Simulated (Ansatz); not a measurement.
A run of Ansatz (development build ahead of 0.2.0) on singlet HF2(-) at this shape:

```yaml
atoms:
  - { symbol: F, position_ang: [0.0259, 0.0405, -1.1300] }
  - { symbol: H, position_ang: [-0.0131, 0.0189, 0.0444] }
  - { symbol: F, position_ang: [-0.0387, -0.0116, 1.1733] }
```

Its results:

```
Converged                       : yes
Reference energy                : -196.35670 hartree
Correlation energy              : -0.02270 hartree
Total energy                    : -196.37940 hartree
Spin squared of the determinant : 0.000
```

Q: Which input gives this output? Name the method, the orbitals and the basis set, and write the input.

A: RHF-MP2 in STO-3G. An unrestricted run that stays on the closed shell gives the same numbers.

```yaml
crystal:
  periodic: [false, false, false]
  atoms:
    - { symbol: F, position_ang: [0.0259, 0.04047, -1.13002] }
    - { symbol: H, position_ang: [-0.01312, 0.01894, 0.04438] }
    - { symbol: F, position_ang: [-0.03869, -0.01163, 1.17332] }
basis:
  gaussian: { orbitals: STO-3G }
total_charge: -1
hamiltonian:
  xc: hf
correlation:
  method: mp2
  frozen_orbitals: { F: 1, H: 0 }
```

Caution: no diffuse functions for an anion.
